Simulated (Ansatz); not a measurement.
We consider α-N2, described by PBE-D3(BJ) (plane waves, PAW; Ansatz, a first-principles code).

Run with plane-wave cutoff 520 eV, 4×4×4 k mesh, perturbation theory, scalar-relativistic PAW data made under PBE.

Computed at the level's own relaxed cell.

**Question.** Estimate the high-frequency dielectric constant that the calculation returns.

**Answer.** 
- high-frequency dielectric constant = 1.59

It cost about 4 core-minutes (a rough figure) of CPU time.
